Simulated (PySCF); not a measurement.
Species: C₄H₃FS.
SMILES with atom numbers: `[F:1]/[CH:2]=[CH:3]/[CH:4]=[C:5]=[S:6]` (hydrogens: H7 on C2; H8 on C3; H9 on C4)

Torsions of this conformer, `[F:1]/[CH:2]=[CH:3]/[CH:4]=[C:5]=[S:6]`: C2–C3–C4–C5 180°.

The closed-shell ground state was solved at several levels (PySCF, density fitting, gas phase, non-relativistic). One conformer (not necessarily the lowest) at the PBE0-D3(BJ)/def2-SVP geometry, without solvent, vibrations or thermal averaging.

```json
{"level": "PBE0/pcSseg-1", "basis functions": "124", "total energy (Eh)": "-651.7237", "HOMO (eV)": "-6.13", "LUMO (eV)": "-2.43", "gap (eV)": "3.70", "dipole (D)": "1.22"}
{"level": "KT3/pcSseg-2", "basis functions": "265", "total energy (Eh)": "-658.8609", "HOMO (eV)": "-5.17", "LUMO (eV)": "-3.33", "gap (eV)": "1.84", "dipole (D)": "1.10"}
```

(1) Estimate the row for PBE0/def2-SVPD, a basis of 154 functions; the other rows only guide the guess.

(2) How far do the dipole and the HOMO energy spread over the levels?

Results:

(1) Total energy -651.4737 Eh, HOMO -6.17 eV, LUMO -2.48 eV, gap 3.69 eV, dipole 1.18 D.

(2) The dipole runs from 1.10 to 1.22 D (mean 1.16 D) and the HOMO from -6.17 to -5.17 eV.
